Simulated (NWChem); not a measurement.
# Basis-set dependence for isobutene (C$_{4}$H$_{8}$)

```
C
C 1 1.3494
H 2 1.1018 1 121.44
H 2 1.1018 3 117.13 1 180.00
C 1 1.5080 2 122.13 3 180.00
H 5 1.1072 1 112.17 2 0.00
H 5 1.1122 6 108.14 1 122.78
H 5 1.1122 6 108.14 7 114.44
C 1 1.5080 2 122.13 3 0.00
H 9 1.1072 1 112.17 2 0.00
H 9 1.1122 10 108.14 1 -122.78
H 9 1.1122 10 108.14 11 -114.44
```
Charge 0, spin multiplicity 1.

All runs are NWChem calculations. The geometry was optimised at PBE/def2-SVP, a minimum by its harmonic frequencies.

Hartree-Fock energies in Ha, correlation energies in mHa.

The correlated methods keep 4 core orbitals frozen. The Pople sets run with spherical d functions. Coupled-cluster values serve here as a point of comparison, not as the truth.

```
basis    functions         RHF     MP2  SCS-MP2    CCSD  CCSD+T(CCSD)  CCSD(T)  CR-CCSD[T]  CR-CCSD(T)
-------  ---------  ----------  ------  -------  ------  ------------  -------  ----------  ----------
6-31G*          72  -156.10566  -514.9   -513.4  -565.5        -584.4   -583.6      -579.5      -578.9
cc-pVDZ         96  -156.12171  -564.8   -566.1  -619.3        -640.1   -639.6      -634.4      -634.0
```

From 6-31G* to cc-pVDZ the Hartree-Fock energy moves by -16.0 mHa and the MP2 correlation energy by -49.9 mHa, which is 9 % of its value in the larger set.
